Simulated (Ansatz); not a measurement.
The same path of BH5S (7 atoms, charge 0, multiplicity 1) was run twice with different band settings. Lost on the way: B1–H2, S5–H7. Made: H2–H7.

Computed with Ansatz 0.2.0, RKS BLYP/def2-SVP.

Relaxed end points:

```xyz
7
Properties=species:S:1:pos:R:3
B 0.032 0.016 0.071
H 0.347 0.691 1.040
H 0.866 -0.012 -0.821
H -1.137 0.054 -0.269
S 0.327 -1.867 0.865
H -0.240 -2.698 -0.062
H -0.732 -2.021 1.718
```

```xyz
7
Properties=species:S:1:pos:R:3
B 0.068 -0.429 -1.192
H -0.240 -0.544 3.853
H 0.973 0.335 -1.433
H -1.041 -0.296 -1.652
S 0.480 -1.785 -0.103
H -0.734 -2.412 -0.061
H -0.041 -0.707 3.131
```

Common settings: spring 5.0 eV/Å²; optimiser quadratic models (default); start path through a guess of the saddle point; force threshold 0.03 eV/Å; iteration limit 60; end points relaxed.

| run | movable images | climbing image |
| --- | --- | --- |
| 1 | 7 | yes |
| 2 | 6 | no |

Question: What does each run give, and how far can it be trusted?

Answer: Run 1: converged after 15 iterations, highest image 0.649 eV above the first end. A vibrational analysis at the climbing image gives one clearly imaginary mode, 705i cm⁻¹: a first-order saddle point.
Run 2: converged after 14 iterations, highest image 0.375 eV above the first end. No image climbed, so the highest image needn't sit at the top of the path. A band with more images between the same ends climbed to 0.65 eV, so this one has probably stepped over the top.
The orbitals stay closed-shell, which can raise the energy where a bond breaks towards radicals; this wasn't checked here.
